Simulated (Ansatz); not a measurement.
**Which is lower?**

The two ends of one reaction step of BNH$_{6}$O, closed shell (PBE0-D4/def2-TZVP).

A:

```json
{"atom": "B1", "x (Å)": "-1.4669", "y (Å)": "-0.0264", "z (Å)": "0.4273"}
{"atom": "O2", "x (Å)": "1.9039", "y (Å)": "0.0079", "z (Å)": "-1.1080"}
{"atom": "H3", "x (Å)": "-1.5124", "y (Å)": "-0.0928", "z (Å)": "-0.7708"}
{"atom": "H4", "x (Å)": "-2.4657", "y (Å)": "-0.0238", "z (Å)": "1.0894"}
{"atom": "H5", "x (Å)": "1.5936", "y (Å)": "0.7265", "z (Å)": "-1.6650"}
{"atom": "N6", "x (Å)": "-0.2323", "y (Å)": "0.0480", "z (Å)": "1.0430"}
{"atom": "H7", "x (Å)": "1.6661", "y (Å)": "-0.7942", "z (Å)": "-1.5802"}
{"atom": "H8", "x (Å)": "0.6360", "y (Å)": "0.0489", "z (Å)": "0.5230"}
{"atom": "H9", "x (Å)": "-0.1223", "y (Å)": "0.1059", "z (Å)": "2.0411"}
```

B:

```
9
angstrom
B -0.4684 0.2815 -0.4656
O 0.5931 0.3320 -1.4291
H -1.3233 -0.5696 -0.6485
H -0.9172 1.3749 -0.1699
H 1.0391 0.4460 1.1508
N 0.2690 -0.1903 0.9681
H 0.5366 -0.3908 -2.0519
H 0.6489 -1.1290 0.8968
H -0.3778 -0.1547 1.7494
```

Ansatz 0.2.0; basis: def2-TZVPP; cores frozen in the correlated methods. B3LYP uses VWN-RPA correlation.

Q: Which structure is lower at CCSD(T), and by how much? (An estimate is asked for; the value comes from the calculation.)

A: Computed: B, by 7.59 kcal/mol (electronic energy, against the other). By their contacts, A is a complex of BNH₄ ([BH2][NH2]) + H₂O and B is BNH₆O ([NH3][BH2][OH]).

All methods give the same order:

```csv
method,E(B) − E(A) (kcal/mol)
SPW92,-13.39
PBE-D4,-7.86
BLYP-D4,-4.70
r2SCAN-D4,-8.67
B97M-V,-7.93
PBE0-D4,-8.76
B3LYP-D4,-5.74
r2SCAN0-D4,-9.20
BHLYP-D4,-6.64
CAM-B3LYP-D4,-6.90
wB97X-V,-7.96
wB97M-V,-7.38
B2PLYP,-6.13
PBE-QIDH,-9.38
RPA on PBE,-6.75
HF,-3.26
MP2,-8.11
CCSD,-7.21
CCSD(T),-7.59
```

The T1 diagnostic stays at or below 0.012.

Labels in which every atom is bracketed show which atoms are joined, not bond orders.

For scale, one of the runs: CCSD(T)/def2-TZVPP, 177 basis functions (an equivalent command: `ansatz run in.yaml --threads 2`). The run took 13 s on 2 CPU threads (shared host), with 1.7 GiB of host memory at its peak.
